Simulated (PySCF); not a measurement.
Gas-phase reaction: SiH2 + 4 CH2 = CH3SiH3 + C3H4 (allene)

Energies from PySCF, thermal terms from the rigid-rotor harmonic-oscillator model, ideal gas at 1 bar. † marks an energy on the PBE0/def2-TZVP geometry and frequencies; other levels use their own. MP2 and CCSD(T) freeze the core. 6-31G* has spherical d functions here. Open shells (unrestricted): CH2 (multiplicity 3); the rest are closed-shell singlets. B3LYP is the form with VWN-RPA correlation. MP2 isn't extrapolated to the basis-set limit. CCSD(T) isn't extrapolated to the basis-set limit.

```tsv
level	ΔH°(298 K), kJ
B3LYP/6-31G*	-1652
BLYP/def2-TZVP†	-1645
CCSD(T)/def2-TZVPP†	-1624
M06-2X/def2-TZVP†	…
MP2/def2-TZVPP†	-1677
PBE/def2-TZVP†	…
PBE0/def2-QZVP†	…
PBE0/def2-SVP†	-1650
PBE0/def2-TZVP	…
```

Q: Fill in the missing entries.

A: 
- M06-2X/def2-TZVP†, ΔH°(298 K), kJ: -1638
- PBE/def2-TZVP†, ΔH°(298 K), kJ: -1690
- PBE0/def2-QZVP†, ΔH°(298 K), kJ: -1642
- PBE0/def2-TZVP, ΔH°(298 K), kJ: -1643
